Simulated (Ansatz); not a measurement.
Task: Name a neutral molecule of C, F, O, S and H with HOMO energy (PBE0/def2-TZVPP) between -7.40 and -7.10 eV and HOMO–LUMO gap (PBE/def2-TZVPP) between 5.40 and 5.70 eV (Ansatz, PBE0-D4/def2-TZVP geometry).

Result: `FCOCS` (-7.36 eV, 5.50 eV). Other molecules can fit too; these were computed, each in one conformer that needn't be the lowest.
